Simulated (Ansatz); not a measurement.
**C₃H₃NO: a ladder of functionals and wavefunction methods**

An exercise on one series of results from a longer session: the logs are not shown, and one member is left open.

Computed with Ansatz 0.2.0, Gaussian basis. Level: functionals in def2-TZVPP, the program's frozen cores in correlated methods.

Levels to be run: LDA (SPW92), PBE-D4, revPBE-D4, BLYP-D4, r2SCAN-D4, B97M-V, PBE0-D4, B3LYP-D4, r2SCANh-D4, r2SCAN0-D4, HSE06-D4, BHLYP-D4, CAM-B3LYP-D4, LC-ωPBE, ωB97X-V, ωB97M-V, B2PLYP, PBE-QIDH; CCSD(T)/def2-SVP; CCSD(T)/def2-TZVPP; MP2/def2-QZVPP; extrapolation to the limit; RPA on PBE.

### The geometry

All runs share one geometry, relaxed beforehand with PBE0-D4 in a triple-zeta def2 set.

8 atoms, charge 0, spin multiplicity 1.

Atoms are counted from 1 here; the program's logs count them from 0.

Bond lengths: C1–C2 1.329 Å, C1–H6 1.079 Å, C1–H7 1.082 Å, C2–O3 1.355 Å, C2–C4 1.433 Å, O3–H8 0.961 Å, C4–N5 1.152 Å. Angles: C2–C1–H6 120.0°, C2–C1–H7 120.4°, H6–C1–H7 119.6°, C1–C2–O3 122.4°, C1–C2–C4 121.5°, O3–C2–C4 116.1°, C2–O3–H8 110.2°, C2–C4–N5 177.2°.

Set-up of the first run:

Contents of in.yaml:

```yaml
crystal:
  periodic: [false, false, false]
  atoms:
    - {symbol: C, position_ang: [0.430024, 0.325417, 1.148297]}
    - {symbol: C, position_ang: [0.000727, -0.184042, -0.002047]}
    - {symbol: O, position_ang: [-0.157703, -1.516629, -0.192790]}
    - {symbol: C, position_ang: [-0.322541, 0.654836, -1.118026]}
    - {symbol: N, position_ang: [-0.595436, 1.283059, -2.043876]}
    - {symbol: H, position_ang: [0.541884, 1.393452, 1.257378]}
    - {symbol: H, position_ang: [0.669184, -0.324601, 1.979499]}
    - {symbol: H, position_ang: [-0.474141, -1.688592, -1.084235]}
basis:
  gaussian: {orbitals: def2-TZVPP}
hamiltonian: {xc: lda}
output: {orbitals: {seedname: orbitals}}
```

Among the steps run: LDA; PBE-D4 (GGA); revPBE-D4 (GGA); BLYP-D4 (GGA); r2SCAN-D4 (meta-GGA); B97M-V (meta-GGA); PBE0-D4 (hybrid); B3LYP-D4 (hybrid); r2SCANh-D4 (hybrid); r2SCAN0-D4 (hybrid); HSE06-D4 (hybrid); BHLYP-D4 (hybrid); CAM-B3LYP-D4 (range-separated); LC-ωPBE (range-separated); ωB97X-V (range-separated); ωB97M-V (range-separated); B2PLYP (double hybrid); PBE-QIDH (double hybrid).

One of the session's tables, all rows but one given; the rest of the session is left out.

It belongs to the step «Orbital energies across the functionals». 

```
  functional  HOMO (eV)  gap (eV)
 LDA (SPW92)      -6.68      4.13
      PBE-D4      -6.47      4.18
   revPBE-D4      -6.40      4.20
     BLYP-D4      -6.33      4.16
   r2SCAN-D4      -6.70      4.54
      B97M-V      -6.69      4.65
     PBE0-D4      -7.67      6.30
    B3LYP-D4      -7.45      5.86
  r2SCANh-D4      -7.15      5.33
  r2SCAN0-D4      -7.83      6.53
    HSE06-D4      -7.27      5.52
    BHLYP-D4      -8.73      8.42
CAM-B3LYP-D4      -9.00      8.75
     LC-ωPBE          ?         ?
     ωB97X-V      -9.95     10.81
     ωB97M-V      -9.86     10.65
```

Estimate the missing values for LC-ωPBE.

The run gave: HOMO (eV): -10.33; gap (eV): 11.23. In the column «HOMO (eV)» it is the lowest.
